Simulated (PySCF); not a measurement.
C2H4, SMILES C=C, PBE0/def2-SVP optimised geometry.

```
6

C     -0.35    -0.57     0.00
C      0.35     0.57     0.00
H      0.14    -1.54     0.00
H     -1.44    -0.57     0.00
H     -0.14     1.54     0.00
H      1.44     0.57     0.00
```

Density from PySCF with PBE0/def2-TZVP at that geometry.

Minimum of the electron density along straight lines between bonded atoms, close to the bond critical point (lines longer than 1.1 times the sum of covalent radii, or with two minima, are not listed):

```csv
bond,length / Å,ρ at the minimum / e bohr⁻³,∇²ρ there / e bohr⁻⁵,position (fraction from the first atom)
C1–C2,1.331,0.352,-1.08,0.50
C1–H3,1.094,0.278,-0.97,0.65
C1–H4,1.094,0.278,-0.97,0.65
C2–H5,1.094,0.278,-0.97,0.65
C2–H6,1.094,0.278,-0.97,0.65
```
